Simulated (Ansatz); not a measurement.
```yaml
crystal:
  periodic: [false, false, false]
  atoms:
    - {symbol: Si, position_ang: [0.000000, 0.000000, 0.000000]}
    - {symbol: P, position_ang: [0.000000, 0.000000, 2.027400]}
basis:
  gaussian: {orbitals: def2-TZVP}
magnetization: {spin_polarized: true, initial_magnetization: 1}
hamiltonian: {xc: pbe0}
relax: {f_tol: 0.004, max_steps: 80}
```

```sh
$ ansatz run in.yaml --threads 1 --pin off --events-out ev --progress --plain --max-ram 2176MiB
```

Steps of the relaxation (energy above the last step; positions in Å, forces in eV/Å):

```
2
step 1, 21.1 meV
Si    0.000    0.000    0.000    0.000    0.000   -1.027
P     0.000    0.000    2.027    0.000    0.000    1.027
```

```
2
step 2, 2.1 meV
Si    0.000    0.000   -0.028    0.000    0.000    0.296
P     0.000    0.000    2.055    0.000    0.000   -0.296
```

```
2
step 3, 0.0 meV
Si    0.000    0.000   -0.022    0.000    0.000    0.035
P     0.000    0.000    2.049    0.000    0.000   -0.035
```

```
2
step 4, 0.0 meV
Si    0.000    0.000   -0.021    0.000    0.000    0.000
P     0.000    0.000    2.049    0.000    0.000    0.000
```

Close pairs at the end: Si1–P2 2.070 Å.

A stationary point of unrestricted PBE0 after 4 steps, with ⟨S²⟩ = 0.757 against 0.75 for a pure state. 47 s on 1 thread of Arm Neoverse N1, shared host.
